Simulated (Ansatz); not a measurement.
**AlH₄PSi: up Jacob's ladder to CCSD(T)**

One table from this session's results is given with a row withheld; the runs are named, their logs left out.

Method: functionals in def2-TZVPP, the program's frozen cores in correlated methods; program: Ansatz 0.2.0, Gaussian basis.

Levels to be run: LDA (SPW92), PBE-D4, revPBE-D4, BLYP-D4, r2SCAN-D4, B97M-V, PBE0-D4, B3LYP-D4, r2SCANh-D4, r2SCAN0-D4, HSE06-D4, BHLYP-D4, CAM-B3LYP-D4, LC-ωPBE, ωB97X-V, ωB97M-V, B2PLYP, PBE-QIDH; CCSD(T)/def2-SVP; CCSD(T)/def2-TZVPP; MP2/def2-QZVPP; extrapolation to the limit; RPA on PBE.

### Structure used throughout

All runs share one geometry, relaxed beforehand with PBE0-D4 in a triple-zeta def2 set.

SMILES `[AlH]1[SiH2][PH]1`, 7 atoms, charge 0, spin multiplicity 1.

Atoms are counted from 1 here; the program's logs count them from 0.

Bond lengths: Al1–Si2 2.335 Å, Al1–P3 2.313 Å, Al1–H4 1.577 Å, Si2–P3 2.326 Å, Si2–H5 1.487 Å, Si2–H6 1.486 Å, P3–H7 1.448 Å. Angles: Si2–Al1–P3 60.1°, Si2–Al1–H4 158.4°, P3–Al1–H4 140.4°, Al1–Si2–P3 59.5°, Al1–Si2–H5 131.0°, Al1–Si2–H6 117.2°, P3–Si2–H5 117.2°, P3–Si2–H6 106.6°, H5–Si2–H6 110.3°, Al1–P3–Si2 60.4°, Al1–P3–H7 72.5°, Si2–P3–H7 89.4°.

The first run:

in.yaml reads:

```yaml
crystal:
  periodic: [false, false, false]
  atoms:
    - {symbol: Al, position_ang: [-1.132539, -0.563049, -0.535589]}
    - {symbol: Si, position_ang: [0.346890, 1.005478, 0.360085]}
    - {symbol: P, position_ang: [0.627282, -1.262873, 0.792945]}
    - {symbol: H, position_ang: [-2.256576, -1.151333, -1.472476]}
    - {symbol: H, position_ang: [1.493812, 1.726385, -0.252457]}
    - {symbol: H, position_ang: [-0.033448, 1.640701, 1.648816]}
    - {symbol: H, position_ang: [1.015878, -1.463208, -0.587024]}
basis:
  gaussian: {orbitals: def2-TZVPP}
hamiltonian: {xc: lda}
output: {orbitals: {seedname: orbitals}}
```

Launch:

```
ansatz run in.yaml --threads 2 --pin off --events-out ev --progress --plain --max-ram 4352MiB
```

Among the steps run: LDA; PBE-D4 (GGA); revPBE-D4 (GGA); BLYP-D4 (GGA); r2SCAN-D4 (meta-GGA); B97M-V (meta-GGA); B3LYP-D4 (hybrid); r2SCANh-D4 (hybrid); r2SCAN0-D4 (hybrid); HSE06-D4 (hybrid); BHLYP-D4 (hybrid); CAM-B3LYP-D4 (range-separated); LC-ωPBE (range-separated); ωB97X-V (range-separated); ωB97M-V (range-separated); B2PLYP (double hybrid); PBE-QIDH (double hybrid).

One table of the session follows, with a row left open; its other results are not shown here.

It belongs to the step «Frontier levels by functional». 

```
  functional  HOMO (eV)  LUMO (eV)  gap (eV)
 LDA (SPW92)      -5.27      -2.96      2.31
      PBE-D4      -5.17      -2.75      2.41
   revPBE-D4      -5.13      -2.66      2.46
     BLYP-D4      -4.98      -2.58      2.40
   r2SCAN-D4      -5.34      -2.52      2.82
      B97M-V          ?          ?         ?
     PBE0-D4      -6.07      -2.00      4.06
    B3LYP-D4      -5.86      -2.15      3.72
  r2SCANh-D4      -5.67      -2.26      3.41
  r2SCAN0-D4      -6.18      -1.88      4.30
    HSE06-D4      -5.69      -2.37      3.31
    BHLYP-D4      -6.82      -1.16      5.66
CAM-B3LYP-D4      -7.18      -0.99      6.19
     LC-ωPBE      -8.41       0.00      8.42
     ωB97X-V      -8.12      -0.07      8.04
     ωB97M-V      -7.92      -0.31      7.60
```

**Question.** Estimate the row for B97M-V.

**Answer.** HOMO (eV): -5.37; LUMO (eV): -2.64; gap (eV): 2.73. In the column «HOMO (eV)» it lies between r2SCANh-D4 (-5.67) and r2SCAN-D4 (-5.34).
